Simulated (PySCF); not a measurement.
# H3SiCH2F: NMR shifts at several levels of theory, part 2 of 2

PySCF 2.14.0. Atoms count from 0. The steps go on from the part before.

## Step 10: Shielding tensors: PBE0/6-31G

Job settings and geometry (Å):

```
{"job": {"kind": "nmr", "xc": "PBE0", "basis": "6-31G", "pop": true}, "charge": 0, "multiplicity": 1}
F      1.623401     0.194058    -1.026574
C      0.967279    -0.056837     0.161262
Si    -0.912254     0.046150    -0.108883
H      1.257136    -1.056986     0.530439
H      1.297239     0.677313     0.917963
H     -1.280270     1.411449    -0.584413
H     -1.331015    -0.961567    -1.126145
H     -1.603395    -0.234750     1.187210
```

With the program's defaults for keys left out, this is: GIAO PBE0/6-31G NMR shielding, non-relativistic, gas phase.

Output:

```text
coarse grid: 6896 points
cycle   1  E = -430.0478771915  dE =  3.237e-02  |g| = 4.325e-01  |ddm| = 2.274e+00
cycle   2  E = -430.0163878127  dE =  3.149e-02  |g| = 6.384e-01  |ddm| = 8.721e-01
cycle   3  E = -430.0825141453  dE = -6.613e-02  |g| = 2.089e-02  |ddm| = 4.951e-01
cycle   4  E = -430.0825696968  dE = -5.555e-05  |g| = 1.608e-02  |ddm| = 3.597e-02
cycle   5  E = -430.0826405766  dE = -7.088e-05  |g| = 9.748e-04  |ddm| = 1.528e-02
cycle   6  E = -430.0826408870  dE = -3.105e-07  |g| = 2.978e-04  |ddm| = 1.910e-03
final grid: 61600 points
cycle   7  E = -430.0648008346  dE = -4.754e-06  |g| = 6.018e-03  |ddm| = 9.130e-03
cycle   8  E = -430.0647942239  dE =  6.611e-06  |g| = 8.482e-03  |ddm| = 1.009e-02
cycle   9  E = -430.0648086314  dE = -1.441e-05  |g| = 4.186e-04  |ddm| = 5.722e-03
cycle  10  E = -430.0648086700  dE = -3.853e-08  |g| = 6.181e-05  |ddm| = 4.404e-04
cycle  11  E = -430.0648086708  dE = -8.281e-10  |g| = 1.065e-05  |ddm| = 7.746e-05
converged SCF energy = -430.0648086708

GIAO shielding tensors (ppm)
atom      isotropic    diamagn.    paramagn.     s11        s22        s33       span
  0 F      462.979     469.130      -6.151    422.574    467.274    499.089     76.515
  1 C      131.464     247.198    -115.734     84.955    107.410    202.027    117.072
  2 Si     493.287     880.852    -387.565    467.517    483.928    528.415     60.898
  3 H       27.924      28.782      -0.858     23.428     27.859     32.485      9.057
  4 H       27.923      28.784      -0.861     23.433     27.855     32.481      9.048
  5 H       28.769      28.670       0.098     25.698     26.888     33.719      8.021
  6 H       28.766      28.669       0.097     25.698     26.888     33.713      8.016
  7 H       29.043      28.733       0.310     25.869     26.898     34.361      8.492
```

Wall time 2.1 s (1 thread of Arm Neoverse V2, shared host); peak memory 0.44 GiB.

In short: δ C1 68.1, F0 -285.6, Si2 -48.5, H3 4.69, H5 3.75 ppm (means over like atoms).

## Step 11: NMR shieldings: PBE0/6-31G*

Same as in step 10 but for these lines:

```diff
@@ -1,2 +1,2 @@
-{"job": {"kind": "nmr", "xc": "PBE0", "basis": "6-31G", "pop": true}, "charge": 0, "multiplicity": 1}
+{"job": {"kind": "nmr", "xc": "PBE0", "basis": "6-31G*", "pop": true}, "charge": 0, "multiplicity": 1}
 F      1.623401     0.194058    -1.026574
```

Level: GIAO PBE0/6-31G* NMR shielding, non-relativistic, gas phase.

Output:

```text
coarse grid: 6896 points
cycle   1  E = -430.1096997405  dE = -2.836e-02  |g| = 4.364e-01  |ddm| = 2.242e+00
cycle   2  E = -430.0835116147  dE =  2.619e-02  |g| = 6.102e-01  |ddm| = 7.549e-01
cycle   3  E = -430.1427555089  dE = -5.924e-02  |g| = 3.245e-02  |ddm| = 4.401e-01
cycle   4  E = -430.1429257438  dE = -1.702e-04  |g| = 1.716e-02  |ddm| = 3.668e-02
cycle   5  E = -430.1430013353  dE = -7.559e-05  |g| = 2.658e-03  |ddm| = 1.633e-02
cycle   6  E = -430.1430029671  dE = -1.632e-06  |g| = 1.237e-04  |ddm| = 2.430e-03
final grid: 61600 points
cycle   7  E = -430.1252340039  dE = -8.187e-06  |g| = 6.155e-03  |ddm| = 9.160e-03
cycle   8  E = -430.1252274468  dE =  6.557e-06  |g| = 8.644e-03  |ddm| = 9.526e-03
cycle   9  E = -430.1252419563  dE = -1.451e-05  |g| = 4.446e-04  |ddm| = 5.324e-03
cycle  10  E = -430.1252419976  dE = -4.133e-08  |g| = 1.059e-04  |ddm| = 4.748e-04
cycle  11  E = -430.1252419998  dE = -2.172e-09  |g| = 1.426e-05  |ddm| = 9.491e-05
cycle  12  E = -430.1252419998  dE = -5.218e-11  |g| = 2.525e-06  |ddm| = 1.628e-05
converged SCF energy = -430.1252419998

GIAO shielding tensors (ppm)
atom      isotropic    diamagn.    paramagn.     s11        s22        s33       span
  0 F      470.227     468.360       1.867    433.001    466.796    510.884     77.883
  1 C      125.767     244.703    -118.936     82.228    100.684    194.389    112.160
  2 Si     458.106     881.212    -423.107    430.205    455.739    488.373     58.167
  3 H       27.459      28.181      -0.722     23.511     27.286     31.580      8.069
  4 H       27.457      28.180      -0.723     23.515     27.279     31.577      8.062
  5 H       27.737      28.928      -1.191     24.939     26.082     32.191      7.252
  6 H       27.735      28.928      -1.193     24.940     26.081     32.183      7.243
  7 H       28.019      28.900      -0.882     25.472     25.958     32.627      7.155
```

Wall time 2.6 s (1 thread of Arm Neoverse V2, shared host); peak memory 0.44 GiB.

Key values: δ C1 68.4, F0 -271.3, Si2 -40.0, H3 4.50, H5 4.13 ppm (means over like atoms).

## Step 12: NMR shieldings: PBE0/6-311+G(2d,p)

Same as in step 11 but for these lines:

```diff
@@ -1,2 +1,2 @@
-{"job": {"kind": "nmr", "xc": "PBE0", "basis": "6-31G*", "pop": true}, "charge": 0, "multiplicity": 1}
+{"job": {"kind": "nmr", "xc": "PBE0", "basis": "6-311+G(2d,p)", "pop": true}, "charge": 0, "multiplicity": 1}
 F      1.623401     0.194058    -1.026574
```

With the program's defaults for keys left out, this is: GIAO PBE0/6-311+G(2d,p) NMR shielding, non-relativistic, gas phase.

Output:

```text
coarse grid: 6896 points
cycle   1  E = -430.1748652887  dE = -3.915e-02  |g| = 4.201e-01  |ddm| = 1.949e+00
cycle   2  E = -430.1449611002  dE =  2.990e-02  |g| = 6.232e-01  |ddm| = 5.325e-01
cycle   3  E = -430.2021286687  dE = -5.717e-02  |g| = 4.514e-02  |ddm| = 3.075e-01
cycle   4  E = -430.2023984308  dE = -2.698e-04  |g| = 1.250e-02  |ddm| = 2.527e-02
cycle   5  E = -430.2024271215  dE = -2.869e-05  |g| = 5.409e-03  |ddm| = 1.194e-02
cycle   6  E = -430.2024339657  dE = -6.844e-06  |g| = 3.327e-04  |ddm| = 3.915e-03
final grid: 61600 points
cycle   7  E = -430.2099549471  dE = -2.246e-05  |g| = 4.950e-03  |ddm| = 1.517e-02
cycle   8  E = -430.2099514816  dE =  3.465e-06  |g| = 6.611e-03  |ddm| = 6.631e-03
cycle   9  E = -430.2099603311  dE = -8.849e-06  |g| = 6.654e-04  |ddm| = 3.613e-03
cycle  10  E = -430.2099603904  dE = -5.935e-08  |g| = 2.418e-04  |ddm| = 4.807e-04
cycle  11  E = -430.2099604000  dE = -9.643e-09  |g| = 2.201e-05  |ddm| = 1.386e-04
cycle  12  E = -430.2099604001  dE = -9.300e-11  |g| = 3.877e-06  |ddm| = 1.798e-05
converged SCF energy = -430.2099604001

GIAO shielding tensors (ppm)
atom      isotropic    diamagn.    paramagn.     s11        s22        s33       span
  0 F      466.288     462.728       3.560    409.040    474.161    515.662    106.622
  1 C      113.507     244.658    -131.151     65.558     85.519    189.443    123.885
  2 Si     415.591     879.401    -463.810    384.506    409.890    452.378     67.872
  3 H       26.830      29.459      -2.629     22.991     26.653     30.845      7.854
  4 H       26.829      29.460      -2.631     22.999     26.646     30.841      7.843
  5 H       27.278      28.296      -1.018     24.602     25.583     31.647      7.045
  6 H       27.277      28.294      -1.017     24.607     25.583     31.642      7.035
  7 H       27.462      28.505      -1.043     25.014     25.255     32.117      7.103
```

Run time: 5.3 s. Hardware: 1 thread of Arm Neoverse V2, shared host; peak memory 0.47 GiB.

Key values: δ C1 72.9, F0 -291.5, Si2 -71.2, H3 4.68, H5 4.17 ppm (means over like atoms).

## Step 13: Nuclear shieldings: PBE0/def2-SVP

Same as in step 12 but for these lines:

```diff
@@ -1,2 +1,2 @@
-{"job": {"kind": "nmr", "xc": "PBE0", "basis": "6-311+G(2d,p)", "pop": true}, "charge": 0, "multiplicity": 1}
+{"job": {"kind": "nmr", "xc": "PBE0", "basis": "def2-SVP", "pop": true}, "charge": 0, "multiplicity": 1}
 F      1.623401     0.194058    -1.026574
```

Level: GIAO PBE0/def2-SVP NMR shielding, non-relativistic, gas phase.

Output:

```text
coarse grid: 6896 points
cycle   1  E = -429.8671928704  dE = -4.483e-02  |g| = 4.245e-01  |ddm| = 2.477e+00
cycle   2  E = -429.8429047710  dE =  2.429e-02  |g| = 5.857e-01  |ddm| = 7.566e-01
cycle   3  E = -429.8980899542  dE = -5.519e-02  |g| = 3.408e-02  |ddm| = 4.420e-01
cycle   4  E = -429.8982837041  dE = -1.937e-04  |g| = 1.382e-02  |ddm| = 3.415e-02
cycle   5  E = -429.8983318565  dE = -4.815e-05  |g| = 3.482e-03  |ddm| = 1.554e-02
cycle   6  E = -429.8983346739  dE = -2.817e-06  |g| = 1.816e-04  |ddm| = 3.443e-03
final grid: 61600 points
cycle   7  E = -429.9529296217  dE = -8.069e-06  |g| = 5.367e-03  |ddm| = 1.037e-02
cycle   8  E = -429.9529247579  dE =  4.864e-06  |g| = 7.422e-03  |ddm| = 9.027e-03
cycle   9  E = -429.9529358539  dE = -1.110e-05  |g| = 4.270e-04  |ddm| = 5.061e-03
cycle  10  E = -429.9529358895  dE = -3.559e-08  |g| = 1.115e-04  |ddm| = 4.925e-04
cycle  11  E = -429.9529358920  dE = -2.490e-09  |g| = 1.038e-05  |ddm| = 9.732e-05
cycle  12  E = -429.9529358920  dE = -2.683e-11  |g| = 9.888e-07  |ddm| = 1.509e-05
converged SCF energy = -429.9529358920

GIAO shielding tensors (ppm)
atom      isotropic    diamagn.    paramagn.     s11        s22        s33       span
  0 F      474.807     468.776       6.030    421.787    478.826    523.806    102.018
  1 C      125.256     244.838    -119.582     79.513     99.060    197.194    117.681
  2 Si     474.417     879.938    -405.522    444.437    467.108    511.704     67.267
  3 H       26.981      29.085      -2.104     23.149     26.697     31.096      7.947
  4 H       26.980      29.085      -2.105     23.156     26.690     31.092      7.936
  5 H       27.327      28.764      -1.437     24.549     25.557     31.875      7.326
  6 H       27.326      28.764      -1.438     24.551     25.557     31.869      7.318
  7 H       27.577      28.816      -1.239     25.062     25.412     32.258      7.196
```

It took 2.9 s on 1 thread of Arm Neoverse V2, shared host; peak memory 0.47 GiB.

Key values: δ C1 68.5, F0 -260.2, Si2 -67.2, H3 4.36, H5 3.93 ppm (means over like atoms).

## Step 14: Nuclear shieldings: PBE0/def2-TZVP

Same as in step 13 but for these lines:

```diff
@@ -1,2 +1,2 @@
-{"job": {"kind": "nmr", "xc": "PBE0", "basis": "def2-SVP", "pop": true}, "charge": 0, "multiplicity": 1}
+{"job": {"kind": "nmr", "xc": "PBE0", "basis": "def2-TZVP", "pop": true}, "charge": 0, "multiplicity": 1}
 F      1.623401     0.194058    -1.026574
```

Level: GIAO PBE0/def2-TZVP NMR shielding, non-relativistic, gas phase.

Output:

```text
coarse grid: 6896 points
cycle   1  E = -430.1936532895  dE = -3.690e-02  |g| = 4.206e-01  |ddm| = 1.890e+00
cycle   2  E = -430.1645429255  dE =  2.911e-02  |g| = 6.252e-01  |ddm| = 5.886e-01
cycle   3  E = -430.2216943063  dE = -5.715e-02  |g| = 4.012e-02  |ddm| = 3.521e-01
cycle   4  E = -430.2219133709  dE = -2.191e-04  |g| = 1.428e-02  |ddm| = 2.541e-02
cycle   5  E = -430.2219549283  dE = -4.156e-05  |g| = 5.166e-03  |ddm| = 1.184e-02
cycle   6  E = -430.2219610554  dE = -6.127e-06  |g| = 3.314e-04  |ddm| = 3.888e-03
final grid: 61600 points
cycle   7  E = -430.2236660439  dE = -2.702e-05  |g| = 5.127e-03  |ddm| = 1.861e-02
cycle   8  E = -430.2236624131  dE =  3.631e-06  |g| = 6.785e-03  |ddm| = 6.293e-03
cycle   9  E = -430.2236716027  dE = -9.190e-06  |g| = 6.820e-04  |ddm| = 3.456e-03
cycle  10  E = -430.2236716639  dE = -6.126e-08  |g| = 2.365e-04  |ddm| = 5.249e-04
cycle  11  E = -430.2236716734  dE = -9.443e-09  |g| = 2.529e-05  |ddm| = 1.532e-04
cycle  12  E = -430.2236716735  dE = -1.235e-10  |g| = 4.536e-06  |ddm| = 1.943e-05
converged SCF energy = -430.2236716735

GIAO shielding tensors (ppm)
atom      isotropic    diamagn.    paramagn.     s11        s22        s33       span
  0 F      468.907     465.202       3.705    412.598    473.719    520.405    107.807
  1 C      112.693     240.052    -127.359     64.446     84.033    189.601    125.155
  2 Si     404.442     879.303    -474.861    372.742    398.635    441.949     69.207
  3 H       26.852      28.280      -1.427     23.036     26.629     30.891      7.855
  4 H       26.851      28.281      -1.430     23.043     26.622     30.888      7.844
  5 H       27.243      28.824      -1.581     24.625     25.535     31.568      6.943
  6 H       27.242      28.824      -1.581     24.629     25.535     31.563      6.933
  7 H       27.413      28.856      -1.444     25.038     25.186     32.014      6.976
```

Wall time 6 s (1 thread of Arm Neoverse V2, shared host); peak memory 0.5 GiB.

Key values: δ C1 74.0, F0 -290.1, Si2 -72.9, H3 4.63, H5 4.18 ppm (means over like atoms).

## Step 15: Run by run: NMR shifts

Shifts (ppm), means over like atoms, with basis size and wall time (the measured row can stand on another reference than the computed rows):

```csv
run,C1,H3,H5,F0,Si2,functions,time
WP04/pcSseg-2,79.1,4.42,3.45,-276.5,-65.6,185,8.7 s
B97-2/pcSseg-2,75.6,4.64,3.88,-286.0,-70.4,185,8.5 s
BHandHLYP/pcSseg-2,74.1,4.51,3.85,-274.2,-69.8,185,8.6 s
CAM-B3LYP/pcSseg-2,77.5,4.68,3.92,-285.0,-74.5,185,11 s
wB97X-D/pcSseg-2,75.5,4.59,3.95,-283.6,-72.0,185,11 s
LC-wPBE/pcSseg-2,76.5,4.63,3.91,-274.7,-69.8,185,14 s
PBE0/STO-3G,49.3,1.79,1.83,-166.4,-72.1,24,1.1 s
PBE0/6-31G,68.1,4.69,3.75,-285.6,-48.5,41,2.1 s
PBE0/6-31G*,68.4,4.50,4.13,-271.3,-40.0,56,2.6 s
"PBE0/6-311+G(2d,p)",72.9,4.68,4.17,-291.5,-71.2,119,5.3 s
PBE0/def2-SVP,68.5,4.36,3.93,-260.2,-67.2,71,2.9 s
PBE0/def2-TZVP,74.0,4.63,4.18,-290.1,-72.9,129,6 s
measured,–,–,–,-265.0,–,–,–
```

Measured: G. Saielli, R. Bini, A. Bagno, Computational 19F NMR. 2. Organic compounds, RSC Adv. 2014, ESI (exp. from Berger-Braun-Kalinowski 1994 and Everett 1995).

## Step 16: Outcome

The summary covers parts 1 to 2.

| quantity | value |
| --- | --- |
| point group | Cs |
| rotational constants (main isotopes) | 27.25, 5.04, 4.61 GHz |
| 13C shifts against TMS (WP04/pcSseg-2) | 79.1 ppm |
| 1H shifts against TMS (WP04/pcSseg-2, means over atoms taken as alike) | 4.42, 3.45 ppm |
| 19F shifts against CFCl3 (WP04/pcSseg-2) | -276.5 ppm |
| 29Si shifts against TMS (WP04/pcSseg-2) | -65.6 ppm |
| measured, and computed on the same scale | F0 δ -265.0, -276.5 ppm |
| range of the shift of F0 | -291.5 to -166.4 ppm |
| property runs in this session | 12, of which 0 failed and 1 gave unsound results |

In words: Single values in the summary come from the first run of each kind that ended normally (WP04/pcSseg-2), which need not be the best level. Over 3 steps the energy fell by 0.061 eV; of the close pairs, Si2–H7 changed most, 1.463 to 1.495 Å. The most deshielded hydrogen is H3, H4 (mean) (hydrogen on an sp3 CH2 bonded to F and Si), at 4.42 ppm: its carbon carries F, which withdraws density. At WP04/pcSseg-2: The largest span, 130 ppm, is at C1, where the paramagnetic term is -149 ppm. The one measured 19F shift is missed by -11.5 ppm (computed less measured, unscaled). Vibration, temperature and solvent are missing from the calculation, so part of the miss against the measured shifts is not the functional's. Across the 12 runs the shift of F0 moves most, between -291.5 (PBE0/6-311+G(2d,p)) and -166.4 ppm (PBE0/STO-3G). A minimal basis is unusable for shieldings, so that end is no result. Most of that comes from the computed reference, not from the atom's own shielding. For the one measured 19F shift, PBE0/def2-SVP misses least (4.8 ppm, 2.9 s) and PBE0/STO-3G most (98.6 ppm, 1.1 s). One molecule ranks no method: errors cancel, and vibration and temperature are missing from all runs.
